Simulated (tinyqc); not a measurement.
Pariser-Parr-Pople SCF with singles CI, for the molecule C=CC=CO (SMILES; centres numbered as the heavy atoms are written), step by step. One step of it, computed by the program tinyqc.

Question. Iteration 1: Fock matrix. F_rr = H_rr + P_rr gamma_rr / 2 + sum_(s != r) P_ss gamma_rs; F_rs = H_rs - P_rs gamma_rs / 2; E = tr P (H + F) / 2 + core repulsion sum_(r<s) z_r z_s gamma_rs.

P at the start, lower triangle:
```
           1C         2C         3C        4C        5O
1C   1.329562
2C   0.790143   1.000000
3C  -0.329562   0.575406   1.329562
4C  -0.214737   0.000000   0.582534  1.000000
5O   0.335171  -0.211143  -0.335171  0.783927  1.340876
```

core matrix H (eV), lower triangle:
```
            1C          2C          3C          4C          5O
1C  -30.632270
2C   -2.390000  -34.635763
3C    0.000000   -2.390000  -37.151446
4C    0.000000    0.000000   -2.390000  -38.548804
5O    0.000000    0.000000    0.000000   -2.350000  -45.220288
```

repulsion gamma_rs (eV), lower triangle:
```
           1C         2C         3C         4C         5O
1C  12.740000
2C   5.689852  12.740000
3C   4.050225   5.691800  12.740000
4C   2.978813   4.051365   5.691800  12.740000
5O   2.541690   3.186374   4.443811   6.498414  22.580000
```

Centres (angstrom, eV; a flat drawing with bonds scaled to 1.40 angstrom):
```
centre          x          y  core charge z          W   gamma_rr
1C      -2.425000  -0.280000              1  12.830000  12.740000
2C      -1.212000   0.420000              1  12.830000  12.740000
3C       0.000000  -0.280000              1  12.830000  12.740000
4C       1.212000   0.420000              1  12.830000  12.740000
5O       2.425000  -0.280000              2  28.550000  22.580000
```

Give: F; pi energy.

Answer.

F (eV), lower triangle:
```
         1C       2C       3C       4C        5O
1C  -4.7012
2C  -4.6379  -4.8093
3C   0.6674  -4.0275  -5.9549
4C   0.3198   0.0000  -4.0478  -7.8858
5O  -0.4260   0.3364   0.7447  -4.8971  -11.1094
```

pi energy = -90.7855 eV
